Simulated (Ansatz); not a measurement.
The input, for Ansatz 0.2.0:

```yaml
crystal:
  periodic: [false, false, false]
  atoms:
    - {symbol: Ge, position_ang: [0.000000, 0.000000, 0.341103]}
    - {symbol: N, position_ang: [0.000000, 0.000000, -1.475302]}
    - {symbol: H, position_ang: [0.000000, 0.836103, -2.040604]}
    - {symbol: H, position_ang: [0.000000, -0.836103, -2.040604]}
basis:
  gaussian: {orbitals: def2-mTZVP}
total_charge: 1
correlation: {active_space: {ras: {orbitals: [5, 0, 41], electrons: 30, max_holes: 2, max_particles: 2}, fixed_orbitals: true}}
output: {forces: true}
```

```sh
$ ansatz run in.yaml --threads 1 --pin off --events-out ev --progress --plain --max-ram 2393MiB
```

(1) How does this run end?

## Answers

(1) Stopped by an error. The settings were drawn as a stress test.
```
565 factors; integrals over basis functions are off by at most 1.1e-3 eV
mean field evaluation 1: about -57971.0201 eV, gradient 6.7e1 eV
mean field evaluation 2: about -57971.0204 eV, gradient 6.7e1 eV
mean field evaluation 4: about -57980.3685 eV, gradient 5.6e0 eV
mean field evaluation 8: about -57980.4630 eV, gradient 5.3e-1 eV
mean field -57980.46515200 eV, -2130.7427937652 hartree, gradient 2.2e-6 eV, S^2 0.000000; 0 other end points of the search recorded, 0 dependent functions left out
reference -57980.46515200 eV, -2130.7427937652 hartree; 20, 20 occupied and 41, 41 virtual orbitals, 565 factors
Error: 1 states are sought, and the space of determinants holds 0 states of this symmetry and spin
```
